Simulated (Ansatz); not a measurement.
# AlClHS radical: one structure at several levels

An exercise on one series of results from a longer session: the logs are not shown, and one member is left open.

The runs use Ansatz 0.2.0, Gaussian basis; single points in def2-TZVPP.

Correlated methods freeze the cores. Orbitals are unrestricted.

**Where the work starts**

SMILES `[S][AlH][Cl]`, 4 atoms, charge 0, spin multiplicity 2.

Atoms are counted from 1 here; the program's logs count them from 0.

Bond lengths: S1–Al2 2.325 Å, Al2–Cl3 2.141 Å, Al2–H4 1.613 Å. Angles: S1–Al2–Cl3 120.5°, S1–Al2–H4 117.2°, Cl3–Al2–H4 122.3°.

Coordinates:

```
S    -0.9723    0.4561    1.9253
Al    0.1323    0.0542   -0.0803
Cl   -0.4365   -1.5934   -1.3241
H     1.3027    1.0842   -0.4957
```

The first run:

Input file run/in.yaml:

```yaml
crystal:
  periodic: [false, false, false]
  atoms:
    - {symbol: S, position_ang: [-0.972300, 0.456100, 1.925300]}
    - {symbol: Al, position_ang: [0.132300, 0.054200, -0.080300]}
    - {symbol: Cl, position_ang: [-0.436500, -1.593400, -1.324100]}
    - {symbol: H, position_ang: [1.302700, 1.084200, -0.495700]}
basis:
  gaussian: {orbitals: def2-TZVPP}
magnetization: {spin_polarized: true, initial_magnetization: 1}
correlation: {method: ccsd_t}
scf: {omitted_lower_state_checks: [cluster_reference]}
output: {forces: true}
```

No record of the launch command was kept for these runs.

Steps of the session up to this table: CCSD(T)/def2-TZVPP; PBE0-D4/def2-TZVPP; wB97M-V/def2-TZVPP; r2SCAN-D4/def2-TZVPP; PBE-D4/def2-TZVPP; BHLYP-D4/def2-TZVPP; SPW92/def2-TZVPP.

One of the session's tables, all rows but one given; the rest of the session is left out.

| method | RMS force component (eV/Å) | angle to CCSD(T) forces (°) | dipole (D) |
| --- | --- | --- | --- |
| CCSD(T) | 0.606 | reference | 0.95 |
| PBE0-D4 | 0.637 | 4.0 | 1.01 |
| wB97M-V | 0.654 | 2.5 | 1.01 |
| r2SCAN-D4 | 0.629 | 3.2 | 0.96 |
| PBE-D4 | 0.557 | 8.4 | 0.92 |
| BHLYP-D4 | ? | ? | ? |
| SPW92 | 0.676 | 11.4 | 1.01 |

Q: Estimate the row for BHLYP-D4 from the others.

The run gave: RMS force component (eV/Å): 0.687; angle to CCSD(T) forces (°): 4.5; dipole (D): 1.08. In the column «RMS force component (eV/Å)» it is the highest.
